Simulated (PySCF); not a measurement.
Species: NH3.
Atom-mapped SMILES: `[NH3:1]` (hydrogens: H2, H3, H4 on N1)

A GFN2-xTB structure was refined with PBE0-D3(BJ)/def2-SVP geometry optimisation, gas phase in PySCF 2.14.0. Its GFN2-xTB values:

```json
{"coordinate": "N1–H2", "GFN2-xTB": "0.987 Å"}
{"coordinate": "H2–N1–H3", "GFN2-xTB": "109.7°"}
```

Task: How do these coordinates change at the PBE0-D3(BJ)/def2-SVP level?

Result: 
| coordinate | PBE0-D3(BJ)/def2-SVP (Å or °) | change |
| --- | --- | --- |
| N1–H2 | 1.020 | +0.033 |
| H2–N1–H3 | 105.3 | -4.4 |

The energy falls by 0.97 kcal/mol over 6 energy and gradient evaluations, the largest force component goes from 0.0360 to 6.0e-05 Eh/bohr, and the atoms move by 0.023 Å rms after alignment. The bond that changes most is N1–H2 (ammonia nitrogen to N–H hydrogen), which lengthens by 0.033 Å. Bonds longer at the end by more than 0.005 Å: 1 of 3; shorter: 2. Rotational constants go from 304373, 289879, 186964 to 291800, 291761, 190805 MHz.

The run used 29 basis functions and 36 SCF cycles in all. Hardware: one thread, Arm Neoverse V1 (aarch64), shared host with 32 logical CPUs at a one-minute load of 14. Cost: 1.4 s wall, 0.24 GiB resident at most.

No frequency check.
